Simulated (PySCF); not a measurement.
# B2H2: singlet, from a linear X-M-M-X start

Aim: relax B2H2 as a singlet from a linear X-M-M-X start, check by its vibrations whether the end is a minimum, and collect its spectrum and constants.

Computed with PySCF 2.14.0. Level: PBE0, basis B def2-TZVP, H def2-TZVP, no relativity, density fitting.

### 1 The starting structure

4 atoms, charge 0, spin multiplicity 1.

Bond lengths: B1–B2 1.700 Å, B1–H3 1.170 Å, B2–H4 1.170 Å. Angles: B2–B1–H3 180.0°, B1–B2–H4 180.0°.

Coordinates in bohr (charge 0 multiplicity 1):
```
B     0.0000    0.0000    1.6063
B     0.0000    0.0000   -1.6063
H     0.0000    0.0000    3.8172
H     0.0000    0.0000   -3.8172
```

### 2 Finding the electronic state

The steps below are one call of a driver around PySCF. For each, scf.py gives the equivalent set-up of the SCF; relaxations use the driver's own optimiser. After this first run the driver tries any further starts and a stability analysis.

Contents of scf.py:

```python
from pyscf import gto, scf, dft
mol = gto.M(atom='''
B      0.000000     0.000000     0.850000
B      0.000000     0.000000    -0.850000
H      0.000000     0.000000     2.020000
H      0.000000     0.000000    -2.020000''',
    basis={'B': 'def2-TZVP', 'H': 'def2-TZVP'},
    charge=0, spin=0)
mf = dft.RKS(mol, xc='PBE0')
mf.grids.atom_grid = (50, 194)
aux = {'B': 'def2-universal-JKFIT', 'H': 'def2-universal-JKFIT'}
mf = mf.density_fit(auxbasis=aux)
mf.conv_tol = 1e-08
mf.diis_space = 10
mf.max_cycle = 60
mf.init_guess = 'minao'
mf.verbose = 4
mf.kernel()
```

Run with:

```
$ OMP_NUM_THREADS=2 python axn.py task.json out
```

After this run come: Relaxing the singlet from the linear X-M-M-X start; Frequencies; The broken-symmetry singlet; Hessian and properties.

Q: Predict the outcome of this session. Wanted: minimum; geometry; wavenumbers; dipole moment; highest occupied, lowest empty level; polar-tensor charge of B1; zero-point energy; atomisation energy; ⟨S²⟩.

As calculated:

| quantity | value |
| --- | --- |
| minimum | broken-symmetry (Ms = 0), D∞h |
| geometry | B–B 1.512 Å, B–H 1.177 Å (×2); B–B–H 180.0° (×2) |
| wavenumbers (cm⁻¹) | 602, 602, 612, 612, 1260, 2789, 2828 |
| dipole moment | 0.00 D |
| highest occupied, lowest empty level (either spin) | -6.56, -3.14 eV |
| polar-tensor charge of B1 | +0.04 e |
| zero-point energy | 55.7 kJ/mol |
| entropy at 298.15 K | 204.3 J/(mol K) |
| atomisation energy (no zero-point energy) | 1191 kJ/mol |
| ⟨S²⟩ | 1.006 |

In words: The molecule stays D∞h, as typed, and the end point is a minimum. The determinant is spin-contaminated (⟨S²⟩ = 1.01 against 0.00), so it is no pure spin state. In the infrared the band at 2789 cm⁻¹ leads. Only this shape and spin were tried, so other structures or states may lie lower. The SCF density has lower symmetry than the nuclear frame.
